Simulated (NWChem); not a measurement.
# Correlation energy of CH₂

```xyz
3

C      0.0000     0.0000     0.1799
H      0.8622     0.0000    -0.5398
H     -0.8622     0.0000    -0.5398
```
Charge 0, spin multiplicity 1.

The numbers come from NWChem runs, not from measurements. All single points use one geometry, from B3LYP/def2-SVP, a minimum by its harmonic frequencies.

Basis set: cc-pVTZ. Each correlation energy counts from its own Hartree-Fock reference.

```
method        correlation energy (mHa)  difference from CCSD(T)
------------  ------------------------  -----------------------
CR-CCSD[T]                      -169.1                     +0.5
RI-MP2                          -139.0                    +30.6
CCSD                            -164.8                     +4.9
CCSD(T)                         -169.7                      0.0
SCS-MP2                         -149.1                    +20.5
CR-CCSD(T)                      -169.1                     +0.6
MP2                             -139.1                    +30.6
CCSD+T(CCSD)                    -169.7                     -0.1
```

The values span 30.7 mHa, from CCSD+T(CCSD) (lowest) to RI-MP2 (highest). 

The correlated methods keep 1 core orbital frozen. The structure started from a generated list of species. No row is a measurement; the coupled-cluster row has its own basis-set and correlation limits.
